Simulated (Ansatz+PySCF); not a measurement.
Results of a calculation; reference values are marked as such.
## Several solutions for singlet C2

```yaml
atoms:
  - { symbol: C, position_ang: [0.0000, 0.0000, -0.8793] }
  - { symbol: C, position_ang: [0.0000, 0.0000, 0.8793] }
```

Basis set: 6-31G (spherical functions). Charge 0, multiplicity 1.

PBE0 (unrestricted) was run from several starts with Ansatz (development build ahead of 0.2.0) and PySCF 2.14.0.

```tsv
run	program	start	converged	energy (hartree)	<S²>
A	Ansatz	atomic start, no search	yes	-75.67080	0.00
B	Ansatz	search for the lowest state	yes	-75.70067	1.00
C	Ansatz	stability test followed	yes	-75.70067	1.00
D	PySCF	program defaults	yes	-75.70067	1.00
```

Problem. Which runs reached the lowest solution of this kind, and what is wrong with the others?

Solution. B, C, D reached the lowest solution found. Converged but too high: A by 0.81 eV. Convergence only shows a stationary point, and even a stable one can lie too high; stability tests and further starts are what find lower ones. Caution: the unrestricted determinant is a mixture of spin states.
